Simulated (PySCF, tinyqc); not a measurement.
Worked calculation (part 1 of 2): RKS/BP86 in the sto-3g basis, for CH2, spin multiplicity 1. The lowest restricted solution is unstable here: a spin-polarised one lies 0.0194 hartree lower (PySCF). Computed by tinyqc, a small Python program that keeps every step (integrals from PySCF). Settings: charge = 0, multiplicity = 1, basis = sto-3g, energy threshold = 1e-08, iteration cap = 51, orthogonalisation = symmetric, start = Wolfsberg-Helmholz matrix, DIIS depth = 0, method = RKS, functional = b88,p86, grid = [20, 50]. Command: `OMP_NUM_THREADS=1 python tinyqc.py 25159 25160 out.jsonl` (the two numbers bound the seeds that draw the settings). One thread of a shared host (Intel(R) Xeon(R) Processor @ 2.60GHz), about 1 s of CPU time with the checks. Later iterations appear only in the table of the cycle.

## One-electron integrals

Geometry (angstrom):

| atom | x | y | z |
|---|---|---|---|
| C | 0.000000 | 0.000000 | 0.000000 |
| H | 0.000000 | 1.287000 | 0.656000 |
| H | 0.000000 | -1.287000 | 0.656000 |

Basis sto-3g: exponents (1/bohr^2) and contraction coefficients of normalised primitives:

| element | l (shell) | exponent | coefficient |
|---|---|---|---|
| C | s (1) | 71.616837 | 0.154329 |
| C | s (1) | 13.045096 | 0.535328 |
| C | s (1) | 3.530512 | 0.444635 |
| C | s (2) | 2.941249 | -0.099967 |
| C | s (2) | 0.683483 | 0.399513 |
| C | s (2) | 0.222290 | 0.700115 |
| C | p (3) | 2.941249 | 0.155916 |
| C | p (3) | 0.683483 | 0.607684 |
| C | p (3) | 0.222290 | 0.391957 |
| H | s (1) | 3.425251 | 0.154329 |
| H | s (1) | 0.623914 | 0.535328 |
| H | s (1) | 0.168855 | 0.444635 |

Overlap, kinetic and nuclear-attraction integrals over the contracted functions; the nuclear repulsion is the sum of Za Zb / Rab.

nuclear repulsion = 4.60152651 hartree

overlap S, lower triangle:
```
           1C 1s     1C 2s    1C 2px     1C 2py    1C 2pz     2H 1s     3H 1s
1C 1s   1.000000
1C 2s   0.248362  1.000000
1C 2px  0.000000  0.000000  1.000000
1C 2py  0.000000  0.000000  0.000000   1.000000
1C 2pz  0.000000  0.000000  0.000000   0.000000  1.000000
2H 1s   0.027698  0.309494  0.000000   0.296949  0.151359  1.000000
3H 1s   0.027698  0.309494  0.000000  -0.296949  0.151359  0.043043  1.000000
```

kinetic energy T (hartree), lower triangle:
```
            1C 1s     1C 2s    1C 2px     1C 2py    1C 2pz      2H 1s     3H 1s
1C 1s   15.891122
1C 2s   -0.085890  0.472250
1C 2px   0.000000  0.000000  1.477728
1C 2py   0.000000  0.000000  0.000000   1.477728
1C 2pz   0.000000  0.000000  0.000000   0.000000  1.477728
2H 1s   -0.008419  0.025161  0.000000   0.086380  0.044029   0.760032
3H 1s   -0.008419  0.025161  0.000000  -0.086380  0.044029  -0.010180  0.760032
```

nuclear attraction V (hartree), lower triangle:
```
             1C 1s      1C 2s     1C 2px     1C 2py     1C 2pz      2H 1s      3H 1s
1C 1s   -34.385398
1C 2s    -4.374193  -5.918735
1C 2px    0.000000   0.000000  -5.831211
1C 2py    0.000000   0.000000   0.000000  -5.939285
1C 2pz   -0.008758  -0.099049   0.000000   0.000000  -5.859289
2H 1s    -0.494417  -1.414921   0.000000  -1.235982  -0.643569  -3.618896
3H 1s    -0.494417  -1.414921   0.000000   1.235982  -0.643569  -0.179448  -3.618896
```

core Hamiltonian H = T + V (hartree), lower triangle:
```
             1C 1s      1C 2s     1C 2px     1C 2py     1C 2pz      2H 1s      3H 1s
1C 1s   -18.494276
1C 2s    -4.460083  -5.446485
1C 2px    0.000000   0.000000  -4.353482
1C 2py    0.000000   0.000000   0.000000  -4.461557
1C 2pz   -0.008758  -0.099049   0.000000   0.000000  -4.381561
2H 1s    -0.502836  -1.389760   0.000000  -1.149602  -0.599540  -2.858864
3H 1s    -0.502836  -1.389760   0.000000   1.149602  -0.599540  -0.189628  -2.858864
```

## Two-electron integrals

Functions are numbered as in S; the eight-fold symmetry (ij|kl) = (ji|kl) = (kl|ij) leaves the list below.

Two-electron integrals (ij|kl) in chemists' order, unique and non-zero (hartree):
```
(11|11) 3.541948    (21|11) 0.576921    (21|21) 0.111888    (22|11) 0.854682
(22|21) 0.205284    (22|22) 0.624709    (31|31) 0.020296    (32|31) 0.030858
(32|32) 0.137996    (33|11) 0.852436    (33|21) 0.205335    (33|22) 0.624568
(33|33) 0.672833    (41|41) 0.020296    (42|41) 0.030858    (42|42) 0.137996
(43|43) 0.036269    (44|11) 0.852436    (44|21) 0.205335    (44|22) 0.624568
(44|33) 0.600295    (44|44) 0.672833    (51|51) 0.020296    (52|51) 0.030858
(52|52) 0.137996    (53|53) 0.036269    (54|54) 0.036269    (55|11) 0.852436
(55|21) 0.205335    (55|22) 0.624568    (55|33) 0.600295    (55|44) 0.600295
(55|55) 0.672833    (61|11) 0.064558    (61|21) 0.012454    (61|22) 0.022846
(61|33) 0.022776    (61|41) 0.000639    (61|42) 0.001208    (61|44) 0.022948
(61|51) 0.000326    (61|52) 0.000616    (61|54) 0.000088    (61|55) 0.022821
(61|61) 0.001414    (62|11) 0.185396    (62|21) 0.045276    (62|22) 0.155809
(62|33) 0.151847    (62|41) 0.003783    (62|42) 0.028362    (62|44) 0.161156
(62|51) 0.001928    (62|52) 0.014456    (62|54) 0.004745    (62|55) 0.154265
(62|61) 0.005257    (62|62) 0.055555    (63|31) 0.004180    (63|32) 0.023268
(63|43) 0.005248    (63|53) 0.002675    (63|63) 0.006058    (64|11) 0.152793
(64|21) 0.037747    (64|22) 0.137727    (64|33) 0.131043    (64|41) 0.006836
(64|42) 0.045864    (64|44) 0.148997    (64|51) 0.001354    (64|52) 0.011518
(64|54) 0.006477    (64|55) 0.132980    (64|61) 0.004541    (64|62) 0.058117
(64|64) 0.065748    (65|11) 0.077880    (65|21) 0.019240    (65|22) 0.070201
(65|33) 0.066794    (65|41) 0.001354    (65|42) 0.011518    (65|44) 0.070596
(65|51) 0.004870    (65|52) 0.029138    (65|54) 0.007186    (65|55) 0.073132
(65|61) 0.002315    (65|62) 0.029623    (65|64) 0.030425    (65|65) 0.021566
(66|11) 0.364309    (66|21) 0.090386    (66|22) 0.355620    (66|33) 0.338548
(66|41) 0.008209    (66|42) 0.085649    (66|44) 0.378800    (66|51) 0.004184
(66|52) 0.043656    (66|54) 0.020517    (66|55) 0.349006    (66|61) 0.010562
(66|62) 0.172242    (66|64) 0.197750    (66|65) 0.100796    (66|66) 0.774606
(71|11) 0.064558    (71|21) 0.012454    (71|22) 0.022846    (71|33) 0.022776
(71|41) -0.000639   (71|42) -0.001208   (71|44) 0.022948    (71|51) 0.000326
(71|52) 0.000616    (71|54) -0.000088   (71|55) 0.022821    (71|61) 0.001371
(71|62) 0.004927    (71|64) 0.003961    (71|65) 0.002179    (71|66) 0.009818
(71|71) 0.001414    (72|11) 0.185396    (72|21) 0.045276    (72|22) 0.155809
(72|33) 0.151847    (72|41) -0.003783   (72|42) -0.028362   (72|44) 0.161156
(72|51) 0.001928    (72|52) 0.014456    (72|54) -0.004745   (72|55) 0.154265
(72|61) 0.004927    (72|62) 0.035983    (72|64) 0.028120    (72|65) 0.018692
(72|66) 0.083264    (72|71) 0.005257    (72|72) 0.055555    (73|31) 0.004180
(73|32) 0.023268    (73|43) -0.005248   (73|53) 0.002675    (73|63) 0.003556
(73|73) 0.006058    (74|11) -0.152793   (74|21) -0.037747   (74|22) -0.137727
(74|33) -0.131043   (74|41) 0.006836    (74|42) 0.045864    (74|44) -0.148997
(74|51) -0.001354   (74|52) -0.011518   (74|54) 0.006477    (74|55) -0.132980
(74|61) -0.003961   (74|62) -0.028120   (74|64) -0.019309   (74|65) -0.014400
(74|66) -0.063814   (74|71) -0.004541   (74|72) -0.058117   (74|74) 0.065748
(75|11) 0.077880    (75|21) 0.019240    (75|22) 0.070201    (75|33) 0.066794
(75|41) -0.001354   (75|42) -0.011518   (75|44) 0.070596    (75|51) 0.004870
(75|52) 0.029138    (75|54) -0.007186   (75|55) 0.073132    (75|61) 0.002179
(75|62) 0.018692    (75|64) 0.014400    (75|65) 0.013062    (75|66) 0.045284
(75|71) 0.002315    (75|72) 0.029623    (75|74) -0.030425   (75|75) 0.021566
(76|11) 0.023291    (76|21) 0.005705    (76|22) 0.020250    (76|33) 0.019753
(76|44) 0.020350    (76|51) 0.000421    (76|52) 0.003357    (76|55) 0.020625
(76|61) 0.000645    (76|62) 0.006166    (76|64) 0.005674    (76|65) 0.003639
(76|66) 0.017342    (76|71) 0.000645    (76|72) 0.006166    (76|74) -0.005674
(76|75) 0.003639    (76|76) 0.000886    (77|11) 0.364309    (77|21) 0.090386
(77|22) 0.355620    (77|33) 0.338548    (77|41) -0.008209   (77|42) -0.085649
(77|44) 0.378800    (77|51) 0.004184    (77|52) 0.043656    (77|54) -0.020517
(77|55) 0.349006    (77|61) 0.009818    (77|62) 0.083264    (77|64) 0.063814
(77|65) 0.045284    (77|66) 0.205513    (77|71) 0.010562    (77|72) 0.172242
(77|74) -0.197750   (77|75) 0.100796    (77|76) 0.017342    (77|77) 0.774606
```

## Orthogonalisation

S = U s U^T; symmetric (Loewdin) form X = U s^(-1/2) U^T, so that X^T S X = 1.

eigenvalues of S: 0.493825  0.557977  0.889303  1.000000  1.088231  1.398980  1.571684

X, lower triangle:
```
            1C 1s      1C 2s    1C 2px     1C 2py     1C 2pz      2H 1s     3H 1s
1C 1s    1.025770
1C 2s   -0.140213   1.113016
1C 2px   0.000000   0.000000  1.000000
1C 2py   0.000000   0.000000  0.000000   1.079471
1C 2pz  -0.005205   0.042202  0.000000   0.000000   1.020062
2H 1s    0.018828  -0.180777  0.000000  -0.174166  -0.086321   1.092787
3H 1s    0.018828  -0.180777  0.000000   0.174166  -0.086321  -0.011930  1.092787
```

## Starting guess

The start is the generalised Wolfsberg-Helmholz matrix (K = 1.75) built on H; D = 2 C_occ C_occ^T.

D at the start, lower triangle:
```
            1C 1s      1C 2s    1C 2px     1C 2py    1C 2pz     2H 1s     3H 1s
1C 1s    2.073439
1C 2s   -0.303815   1.311943
1C 2px   0.000000   0.000000  0.000000
1C 2py   0.000000   0.000000  0.000000   1.379384
1C 2pz   0.087480  -0.305215  0.000000   0.000000  1.889316
2H 1s   -0.149624   0.406207  0.000000   0.366007  0.118781  0.249557
3H 1s   -0.149624   0.406207  0.000000  -0.366007  0.118781  0.055323  0.249557
```

## Iteration 1: exchange-correlation on the grid

Becke grid with 20 radial and 50 angular points per atom, points of zero weight dropped. rho = sum D_ij phi_i phi_j; V_xc,ij = sum w v_xc phi_i phi_j plus the gradient terms; v_xc is d(rho eps)/d rho at fixed gradient.

The 12 grid points with the largest w rho, of 2994 (bohr, atomic units):

| x | y | z | w | rho | \|grad rho\|^2 | eps_xc | v_xc |
|---|---|---|---|---|---|---|---|
| 0.000000 | 0.903198 | -0.903198 | 0.172660 | 0.231678 | 0.159635 | -0.521608 | -0.659586 |
| 0.000000 | -0.903198 | -0.903198 | 0.172660 | 0.231678 | 0.159635 | -0.521608 | -0.659586 |
| 0.000000 | 1.196098 | -1.196098 | 0.368161 | 0.101246 | 0.052993 | -0.416208 | -0.498039 |
| 0.000000 | -1.196098 | -1.196098 | 0.368161 | 0.101246 | 0.052993 | -0.416208 | -0.498039 |
| 0.385125 | -0.385125 | -1.155375 | 0.154500 | 0.237128 | 0.177699 | -0.525807 | -0.663807 |
| 0.385125 | 0.385125 | -1.155375 | 0.154500 | 0.237128 | 0.177699 | -0.525807 | -0.663807 |
| -0.385125 | 0.385125 | -1.155375 | 0.154500 | 0.237128 | 0.177699 | -0.525807 | -0.663807 |
| -0.385125 | -0.385125 | -1.155375 | 0.154500 | 0.237128 | 0.177699 | -0.525807 | -0.663807 |
| 0.000000 | 0.903198 | 0.903198 | 0.154178 | 0.220552 | 0.084440 | -0.510229 | -0.654130 |
| 0.000000 | -0.903198 | 0.903198 | 0.154178 | 0.220552 | 0.084440 | -0.510229 | -0.654130 |
| 0.510018 | -0.510018 | -1.530054 | 0.331402 | 0.102495 | 0.056614 | -0.418418 | -0.499251 |
| 0.510018 | 0.510018 | -1.530054 | 0.331402 | 0.102495 | 0.056614 | -0.418418 | -0.499251 |

electrons on the grid, sum of w rho = 7.999365

E_xc = sum of w rho eps_xc = -6.17598172 hartree

V_xc (hartree), lower triangle:
```
            1C 1s      1C 2s     1C 2px     1C 2py     1C 2pz      2H 1s      3H 1s
1C 1s   -2.301114
1C 2s   -0.325148  -0.570174
1C 2px   0.000000   0.000000  -0.497153
1C 2py   0.000000   0.000000   0.000000  -0.597466
1C 2pz   0.001799   0.007488   0.000000   0.000000  -0.601526
2H 1s   -0.036784  -0.143126   0.000000  -0.131505  -0.066253  -0.379263
3H 1s   -0.036784  -0.143126   0.000000   0.131505  -0.066253  -0.017548  -0.379263
```

## Iteration 1: building the Kohn-Sham matrix

J_ij = sum D_kl (ij|kl); F = H + J + V_xc; E = tr D H + tr D J / 2 + E_xc + E_nn.

Coulomb J (hartree), lower triangle:
```
            1C 1s      1C 2s    1C 2px     1C 2py    1C 2pz     2H 1s     3H 1s
1C 1s   11.608811
1C 2s    2.244985   5.162719
1C 2px   0.000000   0.000000  5.052129
1C 2py   0.000000   0.000000  0.000000   5.215456
1C 2pz  -0.005917  -0.002850  0.000000   0.000000  5.204242
2H 1s    0.250602   1.276942  0.000000   1.130863  0.576305  2.997143
3H 1s    0.250602   1.276942  0.000000  -1.130863  0.576305  0.164879  2.997143
```

Kohn-Sham matrix F (hartree), lower triangle:
```
            1C 1s      1C 2s    1C 2px     1C 2py     1C 2pz      2H 1s      3H 1s
1C 1s   -9.186579
1C 2s   -2.540246  -0.853940
1C 2px   0.000000   0.000000  0.201494
1C 2py   0.000000   0.000000  0.000000   0.156433
1C 2pz  -0.012876  -0.094411  0.000000   0.000000   0.221155
2H 1s   -0.289018  -0.255944  0.000000  -0.150244  -0.089488  -0.240983
3H 1s   -0.289018  -0.255944  0.000000   0.150244  -0.089488  -0.042297  -0.240983
```

total energy of this density = -38.16551729 hartree

## Iteration 1: diagonalisation and new density

Diagonalise F' = X^T F X, C = X C', fill 4 alpha and 4 beta electrons from the bottom; D = 2 C_occ C_occ^T. Each column has its largest component positive (the first on a tie).

F' = X^T F X (hartree), lower triangle:
```
           1          2         3          4          5          6          7
1  -8.972016
2  -1.408479  -0.293032
3   0.000000   0.000000  0.201494
4   0.000000   0.000000  0.000000   0.283220
5  -0.016804  -0.042700  0.000000   0.000000   0.251980
6  -0.006382  -0.143118  0.000000  -0.179465  -0.089631  -0.134322
7  -0.006382  -0.143118  0.000000   0.179465  -0.089631  -0.016966  -0.134322
```

orbital energies (hartree): MO1 -9.195112, MO2 -0.339111, MO3 -0.240380, MO4 0.080294, MO5 0.201494, MO6 0.289572, MO7 0.406243

coefficients C:
```
              MO1        MO2        MO3        MO4       MO5        MO6        MO7
1C 1s    0.991315  -0.163984   0.000000  -0.248902  0.000000  -0.032419   0.000000
1C 2s    0.034524   0.484378   0.000000   1.027190  0.000000   0.186209   0.000000
1C 2px   0.000000   0.000000   0.000000   0.000000  1.000000   0.000000   0.000000
1C 2py   0.000000   0.000000   0.249205   0.000000  0.000000   0.000000   1.078806
1C 2pz   0.003482   0.141035   0.000000  -0.130991  0.000000   1.010038   0.000000
2H 1s   -0.006437   0.463807   0.626958  -0.552064  0.000000  -0.323539  -0.497451
3H 1s   -0.006437   0.463807  -0.626958  -0.552064  0.000000  -0.323539   0.497451
```

D after iteration 1, lower triangle:
```
            1C 1s      1C 2s    1C 2px     1C 2py    1C 2pz     2H 1s     3H 1s
1C 1s    2.143097
1C 2s   -0.601752   2.581865
1C 2px   0.000000   0.000000  0.000000
1C 2py   0.000000   0.000000  0.000000   0.124206
1C 2pz   0.025857  -0.132236  0.000000   0.000000  0.074123
2H 1s    0.109943  -0.685278  0.000000   0.312482  0.275412  1.826020
3H 1s    0.109943  -0.685278  0.000000  -0.312482  0.275412  0.253714  1.826020
```

## Iteration 2: exchange-correlation on the grid

As before.

The 12 grid points with the largest w rho, of 2994 (bohr, atomic units):

| x | y | z | w | rho | \|grad rho\|^2 | eps_xc | v_xc |
|---|---|---|---|---|---|---|---|
| 0.000000 | 1.196098 | 1.196098 | 0.190024 | 0.087990 | 0.008316 | -0.384993 | -0.492178 |
| 0.000000 | -1.196098 | 1.196098 | 0.190024 | 0.087990 | 0.008316 | -0.384993 | -0.492178 |
| 0.000000 | -0.903198 | -0.903198 | 0.172660 | 0.096244 | 0.032811 | -0.404509 | -0.495900 |
| 0.000000 | 0.903198 | -0.903198 | 0.172660 | 0.096244 | 0.032811 | -0.404509 | -0.495900 |
| 0.000000 | 0.903198 | 0.903198 | 0.154178 | 0.105581 | 0.011756 | -0.406566 | -0.521218 |
| 0.000000 | -0.903198 | 0.903198 | 0.154178 | 0.105581 | 0.011756 | -0.406566 | -0.521218 |
| -0.903198 | 0.000000 | -0.903198 | 0.172896 | 0.089723 | 0.029110 | -0.396673 | -0.484574 |
| 0.903198 | 0.000000 | -0.903198 | 0.172896 | 0.089723 | 0.029110 | -0.396673 | -0.484574 |
| -0.385125 | 1.155375 | 0.385125 | 0.138165 | 0.107817 | 0.014669 | -0.409884 | -0.523709 |
| -0.385125 | -1.155375 | 0.385125 | 0.138165 | 0.107817 | 0.014669 | -0.409884 | -0.523709 |
| 0.385125 | 1.155375 | 0.385125 | 0.138165 | 0.107817 | 0.014669 | -0.409884 | -0.523709 |
| 0.385125 | -1.155375 | 0.385125 | 0.138165 | 0.107817 | 0.014669 | -0.409884 | -0.523709 |

electrons on the grid, sum of w rho = 7.997570

E_xc = sum of w rho eps_xc = -6.02219900 hartree

V_xc (hartree), lower triangle:
```
            1C 1s      1C 2s     1C 2px     1C 2py     1C 2pz      2H 1s      3H 1s
1C 1s   -2.289798
1C 2s   -0.306592  -0.489335
1C 2px   0.000000   0.000000  -0.464775
1C 2py   0.000000   0.000000   0.000000  -0.505711
1C 2pz   0.001002  -0.002798   0.000000   0.000000  -0.480730
2H 1s   -0.034708  -0.140431   0.000000  -0.138246  -0.070101  -0.520496
3H 1s   -0.034708  -0.140431   0.000000   0.138246  -0.070101  -0.017068  -0.520496
```

## Iteration 2: building the Kohn-Sham matrix

As before.

Coulomb J (hartree), lower triangle:
```
            1C 1s     1C 2s    1C 2px     1C 2py    1C 2pz     2H 1s     3H 1s
1C 1s   10.411412
1C 2s    1.955214  4.462847
1C 2px   0.000000  0.000000  4.388918
1C 2py   0.000000  0.000000  0.000000   4.546422
1C 2pz   0.010299  0.133379  0.000000   0.000000  4.435723
2H 1s    0.218733  1.199814  0.000000   1.105026  0.582183  3.348467
3H 1s    0.218733  1.199814  0.000000  -1.105026  0.582183  0.156790  3.348467
```

Kohn-Sham matrix F (hartree), lower triangle:
```
             1C 1s      1C 2s     1C 2px     1C 2py     1C 2pz      2H 1s      3H 1s
1C 1s   -10.372662
1C 2s    -2.811461  -1.472974
1C 2px    0.000000   0.000000  -0.429340
1C 2py    0.000000   0.000000   0.000000  -0.420846
1C 2pz    0.002543   0.031531   0.000000   0.000000  -0.426567
2H 1s    -0.318811  -0.330377   0.000000  -0.182823  -0.087458  -0.030893
3H 1s    -0.318811  -0.330377   0.000000   0.182823  -0.087458  -0.049906  -0.030893
```

total energy of this density = -37.90970300 hartree

## Iteration 2: diagonalisation and new density

As before.

F' = X^T F X (hartree), lower triangle:
```
            1          2          3          4          5          6         7
1  -10.155543
2   -1.453972  -0.918008
3    0.000000   0.000000  -0.429340
4    0.000000   0.000000   0.000000  -0.351752
5   -0.014432   0.063870   0.000000   0.000000  -0.408996
6   -0.011150  -0.167591   0.000000  -0.153645  -0.073686   0.119564
7   -0.011150  -0.167591   0.000000   0.153645  -0.073686  -0.018812  0.119564
```

orbital energies (hartree): MO1 -10.379247, MO2 -0.761023, MO3 -0.434209, MO4 -0.429340, MO5 -0.428439, MO6 0.186915, MO7 0.220833

coefficients C:
```
              MO1        MO2        MO3       MO4        MO5        MO6        MO7
1C 1s    0.992652  -0.277771   0.000000  0.000000  -0.016287   0.099097   0.000000
1C 2s    0.029368   1.012860   0.000000  0.000000   0.044788  -0.544842   0.000000
1C 2px   0.000000   0.000000   0.000000  1.000000   0.000000   0.000000   0.000000
1C 2py   0.000000   0.000000   0.921855  0.000000   0.000000   0.000000  -0.613278
1C 2pz   0.001188  -0.097111   0.000000  0.000000   0.970826  -0.324506   0.000000
2H 1s   -0.005147   0.022519   0.114315  0.000000   0.070501   0.786834   0.792127
3H 1s   -0.005147   0.022519  -0.114315  0.000000   0.070501   0.786834  -0.792127
```

D after iteration 2, lower triangle:
```
            1C 1s      1C 2s    1C 2px     1C 2py     1C 2pz      2H 1s     3H 1s
1C 1s    2.125028
1C 2s   -0.504382   2.053495
1C 2px   0.000000   0.000000  2.000000
1C 2py   0.000000   0.000000  0.000000   1.699634
1C 2pz   0.056307  -0.196651  0.000000   0.000000   0.018864
2H 1s   -0.022728   0.045315  0.000000   0.210763  -0.004386   0.027203
3H 1s   -0.022728   0.045315  0.000000  -0.210763  -0.004386  -0.025069  0.027203
```
